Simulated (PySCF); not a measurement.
Isomers of C4H12P2. The calculation used PBE0-D3(BJ)/def2-SVP geometry optimisation, gas phase (PySCF). One conformer each; no zero-point energy, no entropy. No frequencies were run at this level. Point groups hold within 0.08 Å.

Question: Order them by energy at this level, lowest first, and give relative energies in kcal/mol.
A. `[CH3:1][P:2]([CH3:3])[P:4]([CH3:5])[CH3:6]` with C1–P2–P4–C5 80°
B. `[CH3:1][C:2]([CH3:3])([CH3:4])[PH:5][PH2:6]` with C2–P5–P6–H -157° and 110°

Answer: A (0.0), B (8.4).

| SMILES | E (Eh) | E rel (kcal/mol) | dipole (D) | point group | A, B, C (MHz) |
| --- | --- | --- | --- | --- | --- |
| CP(C)P(C)C | -841.60140 | 0.0 | 0.00 | C2h | 3035, 1730, 1286 |
| CC(C)(C)PP | -841.58806 | 8.4 | 0.74 | C1 | 3421, 1431, 1323 |
